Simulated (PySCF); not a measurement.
C₃H₃Cl₂ (doublet state).
Geometry (GFN2-xTB, Å), atoms numbered from 1 in this order:
```
atom  x, y, z in Å
C1     1.0137   -1.2546    0.0995
C2     0.5041   -0.0947   -0.0512
Cl3    1.5994    1.3657   -0.0448
C4    -0.9212    0.3006   -0.2036
Cl5   -1.5231    0.9879    1.3388
H6     1.9110   -1.8028    0.2298
H7    -1.5374   -0.5677   -0.4325
H8    -1.0375    1.0750   -0.9606
```

The hyperfine couplings belong to this conformer and change with its torsions.

As a line formula: `[H]/[C]=C(\Cl)CCl` [radical].

Computed with UKS B3LYP, pcH-1 on C Cl H, non-relativistic, mean-field spin-orbit, GIAO in PySCF 2.14.0. Geometry: GFN2-xTB, one conformer, isolated molecule. A GFN2-xTB geometry isn't a minimum of the functional, and hyperfine couplings can be far from their values at a DFT geometry. No stability test was run, so a lower SCF solution isn't excluded.

(1) Match the computed a_iso(13C) values +235.1, +40.7, +36.3 MHz with the sites C1; C2; C4.

(2) The isotropic 35Cl couplings are +29.1, -2.0 MHz. Assign them to Cl3; Cl5.

## Answers

(1) 
```json
{"site": "C1", "a_iso (MHz)": "+235.1", "ρ(0) (bohr⁻³)": "+0.2096", "position": "largest spin population", "distance from C1 (Å)": "0.00", "spin population": "+0.99", "largest |T| (MHz)": "141.6"}
{"site": "C2", "a_iso (MHz)": "+40.7", "ρ(0) (bohr⁻³)": "+0.0363", "position": "1 bond from C1", "distance from C1 (Å)": "1.28", "spin population": "-0.15", "largest |T| (MHz)": "16.7"}
{"site": "C4", "a_iso (MHz)": "+36.3", "ρ(0) (bohr⁻³)": "+0.0323", "position": "2 bonds from C1", "distance from C1 (Å)": "2.50", "spin population": "+0.02", "largest |T| (MHz)": "5.9"}
```

(2) 
```json
{"site": "Cl3", "a_iso (MHz)": "+29.1", "ρ(0) (bohr⁻³)": "+0.0633", "position": "2 bonds from C1", "distance from C1 (Å)": "2.69", "bound to": "C2", "spin population there": "-0.15", "largest |T| (MHz)": "64.3"}
{"site": "Cl5", "a_iso (MHz)": "-2.0", "ρ(0) (bohr⁻³)": "-0.0045", "position": "3 bonds from C1", "distance from C1 (Å)": "3.61", "bound to": "C4", "spin population there": "+0.02", "largest |T| (MHz)": "1.9"}
```

ρ(0) is the spin density at the nucleus and T the dipolar tensor; a_iso includes a spin–orbit part; entries for several nuclei are means. The largest Mulliken spin populations are on C1 (+0.99), C2 (-0.15) and Cl3 (+0.15).

Class means assume fast exchange of nuclei equivalent by connectivity; if that motion is slow, each nucleus keeps its own coupling. The 1H value of +1.3 MHz is a mean of couplings from -1.7 to 4.3 MHz in this one geometry, not an average over conformers.

On one thread, Arm Neoverse V2 (aarch64), on a shared host, this took 29 s of wall time (with the writing of density and orbital grids) and 0.60 GiB of memory at its peak.
